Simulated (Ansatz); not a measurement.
`O[BH][AlH2]` + `[NH2][AlH2]` → `[AlH2][NH][AlH2]` + `BO` at 298.15 K and 1 bar (cleavage of the Al–B bond).

Gas-phase electronic energies from Ansatz, PBE0-D4/def2-TZVP geometries. CCSD(T)/CBS is the MP2 limit (def2-TZVPP, def2-QZVPP) plus CCSD(T) − MP2 in def2-TZVPP, frozen cores. This one scheme is used for every species. One conformer a species, not always the lowest.

```json
{"species": "`O[BH][AlH2]`", "CCSD(T)/CBS energy (Eh)": "-344.38728", "H − E (kJ/mol)": "121.5", "S (J/(mol·K))": "296.2"}
{"species": "`[NH2][AlH2]`", "CCSD(T)/CBS energy (Eh)": "-299.14566", "H − E (kJ/mol)": "115.0", "S (J/(mol·K))": "251.7"}
{"species": "`[AlH2][NH][AlH2]`", "CCSD(T)/CBS energy (Eh)": "-541.78272", "H − E (kJ/mol)": "130.7", "S (J/(mol·K))": "306.3"}
{"species": "`BO`", "CCSD(T)/CBS energy (Eh)": "-101.80414", "H − E (kJ/mol)": "103.5", "S (J/(mol·K))": "230.4"}
```

H − E and S are ideal-gas, rigid-rotor, harmonic terms from PBE0-D4/def2-TZVP, for one conformer and one mirror image of each species. 1 Eh = 2625.50 kJ/mol, R = 8.31446 J/(mol·K).

Q: By hand: ΔE, ΔH, ΔS and ΔG.

A: ΔE = (-541.78272) + (-101.80414) − (-344.38728) − (-299.14566) = -0.05392 Eh = -141.6 kJ/mol. Δ(H − E) = 130.7 + 103.5 − 121.5 − 115.0 = -2.3, so ΔH = -143.9 kJ/mol. ΔS = 306.3 + 230.4 − 296.2 − 251.7 = -11.2 J/(mol·K). ΔG = -143.9 − 298.15 × (-11.2)/1000 = -140.6 kJ/mol.

Q: By hand: the equilibrium constant, and the temperature at which ΔG would vanish if ΔH and ΔS stayed fixed.

A: log₁₀ K = −ΔG/(RT ln 10) = 24.6. ΔG = 0 at ΔH/ΔS = 12848 K, far beyond where these terms or the molecules hold.

The number of gas molecules stays the same, so ΔS is small and ΔH decides. A doubt of 5 kJ/mol in ΔE shifts log₁₀ K by 0.9 here. Other conformers and mirror images would add mixing entropy, several J/(mol·K) or more a flexible species. These are equilibria of isolated gas molecules and say nothing of rates. Largest T1 diagnostic: 0.014 (customary marks: 0.02 for closed shells, 0.045 for open ones).
